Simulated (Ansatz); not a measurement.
SiH2, singlet in cc-pVDZ: errors against full CI

Geometry: displaced at random from a stationary point.

```xyz
3

Si   -0.0015   -0.0724    0.0022
H    -0.0024    0.9788   -1.0990
H     0.0456    1.0381    1.0384
```

Basis cc-pVDZ; Ansatz 0.2.0. Correlated methods freeze the noble-gas cores, which leaves 6 electrons in 23 orbitals. R marks a restricted (for open shells ROHF) determinant. Active spaces: valence = (6e, 6o) chosen from the atoms' valence shells.

Full CI is exact within this basis and frozen core; it isn't the basis-set limit.

* UHF ⟨S²⟩: 0.362
* T1 diagnostic (RCCSD): 0.0137
* largest doubles amplitude (RCCSD): 0.105

Question: From what is known of these methods and the diagnostics, rank them by the size of their error in total energy against full CI in cc-pVDZ, smallest first (an estimate: the text doesn't fix the numbers).
A. CISD
B. RCCSDT(Q)
C. RMP2
D. NEVPT4(SD) (valence space)
E. MRCISD (valence space)

Answer: B (0.1 kJ/mol), E (8.4 kJ/mol), D (10.5 kJ/mol), A (21.2 kJ/mol), C (82.5 kJ/mol).

All errors are against full CI in cc-pVDZ. Within each family the higher level lies nearer, as is usual though not guaranteed.

The full-CI state has the irrep A' of Cs, in the program's axes.

Natural occupations of full CI about the gap: 1.961 1.947 1.892 0.066 0.042 0.024 0.013 0.009 0.008 0.008; effectively unpaired electrons, Σ n²(2−n)², 0.09.
